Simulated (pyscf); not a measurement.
Single points on ωB97X-D3(BJ)/def2-SVP structures (PySCF, gas phase). Correlated levels are frozen-core, on RHF or UHF. ΔMP2 is the change of the MP2 total energy from the triple- to the quadruple-zeta basis.

Q: What is the homolytic dissociation enthalpy (298 K, CCSD(T)/def2-TZVPP + ΔMP2(QZVPP)) of the N–Zn bond of H₃C–NH–ZnH, to H₃C–NH• + ZnH•?

A: N–Zn to H₃C–NH• + ZnH•: 79.5 kcal/mol. H₃C–NH–ZnH lies 17.2 kcal/mol over its isomer H₃C–Zn–NH₂, and others may lie lower still (electronic energy, ωB97M-D3(BJ)). H₃C–NH• lies 7.3 kcal/mol over its isomer •H₂C–NH₂, and others may lie lower still (electronic energy, ωB97M-D3(BJ)). The CCSD(T) − MP2 part came from Ansatz, without density fitting, on the same reference. The frozen core leaves the outer d or s,p core shells of the metals and heavy elements correlated in the MP2 and CC values, and def2-TZVPP describes them poorly, which can shift differences by a few kcal/mol. Elements up to Kr have no core potential and no relativistic terms here.
